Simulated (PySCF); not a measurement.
# Threshold energies of BF in a plasma

CCSD(T) in PySCF with def2-TZVPPD on every atom, for the lowest determinant that a PBE0 search found; no spin–orbit coupling.

```
species  state (unpaired electrons)  Re (Å)  ωe (cm⁻¹)  energy of the minimum from the neutral (eV)  De (eV)  dissociates to
     BF      singlet (closed shell)   1.274       1386                                         0.00     7.69           B + F
    BF⁺               doublet (σ ↑)   1.219       1686                                        11.04     4.86          B⁺ + F
```

Q: Work out the lowest energy to break BF into atoms, from its vibrational ground state.

A: D0 = De − ωe/2 = 7.69 − 0.09 = 7.60 eV (CCSD(T)/def2-TZVPPD).

Q: Work out the ionisation energy of the B atom at this level and the threshold of dissociative ionisation.

A: IE(B) = 11.04 + 4.86 − 7.69 = 8.21 eV, so B⁺ + F + e⁻ appears at D0 + IE(B) = 15.81 eV (CCSD(T)/def2-TZVPPD). The measured IE(B) is 8.298 eV (NIST ASD).

These are thermodynamic thresholds; the onsets seen under electron impact lie higher where the geometry changes, and cross-sections peak well above them.

Correlated steps freeze 2 core orbitals. For an ion De counts to the pair picked by the measured ionisation energies or electron affinities, which need not be the lowest pair at this level. Where the molecule has an RHF reference, its open-shell atoms are computed with UHF. States were picked by a PBE0 search and need not be the measured ground states.
